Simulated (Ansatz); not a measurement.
## Ir (P6₃/mmc, No. 194, 2 atoms in the cell; start mp-2647032; another form than the element's usual one)

All values below come from PBEsol in Ansatz (plane waves, PAW).

Settings: plane-wave cutoff 500 eV, 30×30×16 k mesh (along the axes of the cell as run), Fermi–Dirac smearing 0.1 eV, no spin polarisation, scalar-relativistic PAW data made under PBE.

Cell (relaxed at this level):

```
CELL_PARAMETERS angstrom
      2.71947     0.00000     0.00000
     -1.35974     2.35513     0.00000
      0.00000     0.00000     4.40994
ATOMIC_POSITIONS crystal
  Ir 0.66667 0.33333 0.75000
  Ir 0.33333 0.66667 0.25000
```

| Property | Result |
|---|---|
| band gap | zero (no gap) |

Note: the relaxation could not lower the start's symmetry, so the cell can be a saddle point above a distorted one.

Spin–orbit coupling is not included.

The computed numbers hold no vibrational or temperature effects.

A start named mp-… is a Materials Project structure, which need not be a measured phase.

Ansatz is a first-principles code.
